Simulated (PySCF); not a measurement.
formic acid (CH₂O₂), SMILES O=CO.

Geometry: PBE-D3(BJ)/def2-TZVP. One conformer was computed; it need not be the lowest.

Calculation: PBE-D3(BJ)/def2-TZVP in PySCF.

No scaling factor is applied to the harmonic values.

Computed vibrational spectrum:
```json
[
 {"mode": "1", "ν (cm⁻¹)": "605", "IR (km/mol)": "40.0", "moving atoms (share of kinetic energy)": "O 57 %, H 24 %, C 19 %"},
 {"mode": "2", "ν (cm⁻¹)": "685", "IR (km/mol)": "129.1", "moving atoms (share of kinetic energy)": "H 78 %, O 14 %"},
 {"mode": "3", "ν (cm⁻¹)": "1005", "IR (km/mol)": "4.1", "moving atoms (share of kinetic energy)": "H 61 %, C 34 %"},
 {"mode": "4", "ν (cm⁻¹)": "1080", "IR (km/mol)": "227.2", "moving atoms (share of kinetic energy)": "O 54 %, H 25 %, C 21 %"},
 {"mode": "5", "ν (cm⁻¹)": "1260", "IR (km/mol)": "7.6", "moving atoms (share of kinetic energy)": "H 53 %, C 37 %, O 11 %"},
 {"mode": "6", "ν (cm⁻¹)": "1352", "IR (km/mol)": "1.3", "moving atoms (share of kinetic energy)": "H 88 %, O 11 %"},
 {"mode": "7", "ν (cm⁻¹)": "1765", "IR (km/mol)": "317.8", "moving atoms (share of kinetic energy)": "C 58 %, O 37 %"},
 {"mode": "8", "ν (cm⁻¹)": "2961", "IR (km/mol)": "48.5", "moving atoms (share of kinetic energy)": "H 92 %, C 8 %"},
 {"mode": "9", "ν (cm⁻¹)": "3585", "IR (km/mol)": "38.0", "moving atoms (share of kinetic energy)": "H 94 %"}
]
```
